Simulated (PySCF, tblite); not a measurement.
# C₄H₃N₂ radical: geometry, infrared bands and EPR parameters

Wanted: the infrared bands and EPR parameters of C₄H₃N₂ radical (`N#CC[C]1C=N1`), by calculation.

Programs: tblite 0.8.0 and PySCF 2.14.0, with density-fitted response routines of our own. Each step states its level of theory. These are calculated values for one molecule in the gas phase, unless marked as measured. Atoms are numbered from 0 throughout.

**1. The starting structure**

9 atoms, charge 0, multiplicity 2; geometry from: force field or distance geometry start.

Bonds of the start (Å): N0–C1 1.15, C1–C2 1.48, C2–C3 1.53, C3–C4 1.49, C4–N5 1.30, N5–C3 1.44, C2–H6 1.11, C2–H7 1.09, C4–H8 1.09.

**2. Optimising the geometry with GFN2-xTB**

What the job is given:

```
{"job": {"kind": "relax", "xc": "GFN2-xTB", "basis": "xTB"}, "charge": 0, "multiplicity": 2}
N     -1.688200     1.612300     0.679800
C     -1.252800     0.586300     0.400000
C     -0.672700    -0.729400     0.049700
C      0.523200    -0.504700    -0.883800
C      1.592000     0.295100    -0.214000
N      0.843400     0.877600    -1.107800
H     -0.367300    -1.186700     1.011800
H     -1.394700    -1.390600    -0.428500
H      2.430800     0.446100     0.467600
```

Launch:

```sh
OMP_NUM_THREADS=1 python probes_run.py task.json out
```

The driver reads the jobs from task.json and runs them one after another.

**Question.** This job is followed by: GFN2-xTB harmonic vibrations, gas phase; UKS B3LYP, pcH-1 on C H N, non-relativistic, mean-field spin-orbit, GIAO. Predict these results of the whole session: strongest single infrared mode (GFN2-xTB); zero-point energy (GFN2-xTB); g(iso) (B3LYP); ⟨S²⟩; largest a(iso) (averaged by class); potential on the surface of density 0.002 e/bohr³, 1st and 99th percentile.

**Answer**, as computed:

```
                                                                  quantity                  value
                                 strongest single infrared mode (GFN2-xTB)  2420 cm⁻¹, 174 km/mol
                                              zero-point energy (GFN2-xTB)          35.3 kcal/mol
                                                            g(iso) (B3LYP)                2.00330
                                                                      ⟨S²⟩     0.759 (exact 0.75)
                                        largest a(iso) (averaged by class)    1H on H8, -32.8 MHz
potential on the surface of density 0.002 e/bohr³, 1st and 99th percentile     -1.62 V and 1.82 V
```

The optimisation took 113 steps and gained 0.830 eV; among the close pairs (by a distance rule), C3–C4 changed most, from 1.494 to 1.314 Å. No mode is imaginary among the 21: a minimum at this level. The strongest single mode, at 2420 cm⁻¹, moves mainly C1 and N0. Unscaled tight-binding wavenumbers are off by several per cent, some by more. Its intensities can rank the bands wrongly. The largest share of the spin, 0.76 e, sits on N5. The isotropic g lies 1.0 ppt above the free-electron value. The conformer search found further structures of the same energy, which may be mirror or relabelled copies of this one.
